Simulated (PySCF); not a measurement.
## HAlAs⁺, quintet in cc-pVDZ: errors against RCCSDT

Geometry: that of the HAlAs, quartet, kept fixed.

```xyz
3

Al    0.0000   -0.1175    1.8057
As    0.0000    0.0246   -0.6846
H     0.0000    1.3155    2.5524
```

Basis cc-pVDZ; PySCF 2.14.0. Only valence electrons are correlated (noble-gas cores and the filled d shells of p-block atoms frozen), which leaves 8 electrons in 31 orbitals. R marks a restricted (for open shells ROHF) determinant, U an unrestricted one. No spin–orbit coupling is included, and no scalar relativity.

Full CI isn't at hand for all of this; RCCSDT serves as the reference. It lacks quadruple excitations, which often exceed the step from CCSD(T) to CCSDT. The frozen core follows each run's orbitals, which can shift R against U totals by a few meV for light atoms and by up to 0.1 eV past Ca.

* UHF ⟨S²⟩: 6.022
* T1 diagnostic (ROHF- or RHF-based CCSD): 0.0375
* largest doubles amplitude (ROHF- or RHF-based CCSD): 0.058

```csv
level,E − E(RCCSDT) (kcal/mol),share of correlation (%),wall time
RHF,78.19,0.00,–
RMP2,20.25,74.10,–
RCCSD,2.37,96.97,–
RCCSD(T),0.57,99.27,1.8 s
```

The correlation energy at RCCSDT, counted from RHF, is -3.391 eV. That run took 70 s on 1 thread of Arm Neoverse V1, shared host.

Run but not shown, since their state, orbitals or frozen core can't be matched to the reference's or they repeat it: UHF, UMP2, UCCSD, UCCSD(T).

Times are those of the correlated step on a shared host, with one SCF added for the restricted CCSD run; they ran on 1 thread of Arm Neoverse V1.
